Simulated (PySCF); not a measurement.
hydrogen cyanide: calculation against experiment

**Experimental background.**

NIST CCCBDB Release 22 (SRD 101), experimental dipoles lists, for the gas: dipole moment (microwave Stark effect, vibrational ground state) 2.98 D.

How close the calculation comes is told at the end.

Hydrogen cyanide, HCN.
Numbering: `[CH:1]#[N:2]` (hydrogens: H3 on C1)

Geometry (BHandHLYP/6-31+G*, Å), atoms numbered from 1 in this order:
```
atom  x, y, z in Å
C1    -0.025   -0.002   -0.005
N2     1.119    0.021   -0.012
H3    -1.088   -0.022    0.002
```

The PySCF runs (gas phase, on this BHandHLYP/6-31+G* geometry; no spin–orbit coupling):

| level | job | basis functions | wall time |
| --- | --- | --- | --- |
| BHandHLYP/6-31+G*, grid level 1 | geometry optimisation from a GFN2-xTB start | 38 | 1.0 s |

Hardware: an Arm Neoverse V1 with one thread, shared host.

All basis functions are spherical.

**Comparison with experiment**

**Dipole moment.** Measured: 2.98 D (NIST CCCBDB Release 22 (SRD 101), experimental dipoles).

```tsv
level	computed (D)	computed − measured (D)	% (from the printed values)
BHandHLYP/6-31+G*	3.18	+0.20	+7
```

The computed dipoles belong to one fixed geometry; measured ones are averaged over vibrations unless marked μe. Magnitudes are compared, not signs.

The geometry is computed, not the measured one. Where a level misses, the cause wasn't examined.
